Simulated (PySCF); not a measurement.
Run record for `CC#CCCl` (1-chloro-2-butyne): HF/cc-pVTZ, TDHF, 3 singlets.

Method: TDHF/cc-pVTZ, vertical, gas phase, core orbitals frozen in the response (PySCF 2.14.0, density-fitted response routines). Geometry: GFN2-xTB. A driver script takes a list of jobs; this job's settings line and coordinates (Å) are shown.

Command:
```bash
OMP_NUM_THREADS=1 python probes_run.py task.json out
```

Input:
```
{"job": {"kind": "uv", "xc": "HF", "basis": "cc-pVTZ", "nstates": 3, "ntriplets": 5, "tda": false}, "charge": 0, "multiplicity": 1}
C     -2.062759     0.187304    -0.171712
C     -0.628859     0.018838    -0.213742
C      0.557108    -0.153681    -0.265651
C      1.988420    -0.299592    -0.285889
Cl     2.771064     1.024359     0.663183
H     -2.549253    -0.783103    -0.077187
H     -2.333423     0.804085     0.684649
H     -2.410173     0.672321    -1.083345
H      2.296955    -1.238612     0.175899
H      2.379803    -0.227264    -1.301574
```

Output:
```
final grid: 83440 points
cycle   1  E = -613.8122177507  dE =  9.886e-01  |g| = 4.927e-01  |ddm| = 5.576e+00
cycle   2  E = -613.8793808260  dE = -6.716e-02  |g| = 2.506e-01  |ddm| = 1.556e+00
cycle   3  E = -613.8940080791  dE = -1.463e-02  |g| = 6.284e-02  |ddm| = 4.513e-01
cycle   4  E = -613.8953301477  dE = -1.322e-03  |g| = 2.990e-02  |ddm| = 2.555e-01
cycle   5  E = -613.8955700196  dE = -2.399e-04  |g| = 5.443e-03  |ddm| = 6.094e-02
cycle   6  E = -613.8955876538  dE = -1.763e-05  |g| = 1.617e-03  |ddm| = 3.965e-02
cycle   7  E = -613.8955898541  dE = -2.200e-06  |g| = 6.336e-04  |ddm| = 1.321e-02
cycle   8  E = -613.8955902357  dE = -3.816e-07  |g| = 2.289e-04  |ddm| = 4.624e-03
cycle   9  E = -613.8955903084  dE = -7.269e-08  |g| = 1.019e-04  |ddm| = 1.098e-03
cycle  10  E = -613.8955903268  dE = -1.835e-08  |g| = 4.032e-05  |ddm| = 5.112e-04
cycle  11  E = -613.8955903297  dE = -2.944e-09  |g| = 9.844e-06  |ddm| = 2.380e-04
cycle  12  E = -613.8955903298  dE = -1.274e-10  |g| = 2.273e-06  |ddm| = 5.954e-05
converged SCF energy = -613.8955903298

Static polarisability (au): isotropic 55.236, principal 38.267 47.827 79.612

Singlet excitations
state   eV       nm        f      main configurations
  1   6.0132    206.2   0.00022   H-1->L+2 0.30, H-1->L 0.20, H-1->L+1 0.19
  2   6.5859    188.3   0.02140   H-1->L+3 0.22, H->L+2 0.20, H->L 0.15
  3   6.7593    183.4   0.00076   H->L+3 0.49, H->L+6 0.30

Triplet excitations (Tamm-Dancoff, eV): 4.7479 5.6033 5.6801 6.5591 6.9563
```

H and L stand for HOMO and LUMO; the number after each pair is its weight.

Task: Give S1 in cm⁻¹ and kJ/mol.

Result: 6.0132 eV × 8065.54 = 48500 cm⁻¹; × 96.485 = 580.2 kJ/mol.

Task: Give the mean polarisability as a volume in Å³, and the ratio of the largest to the smallest principal value.

Result: 55.236 au × 0.148185 = 8.19 Å³; 79.612/38.267 = 2.08.

In short: SCF converged in 12 cycles with 224 basis and 583 fitting functions; HOMO -10.32 eV, LUMO 3.66 eV; lowest singlet 6.01 eV; lowest triplet 4.75 eV (Tamm–Dancoff); mean polarisability 55.2 au.

The run took about 17 s of CPU time (one thread, shared machine).
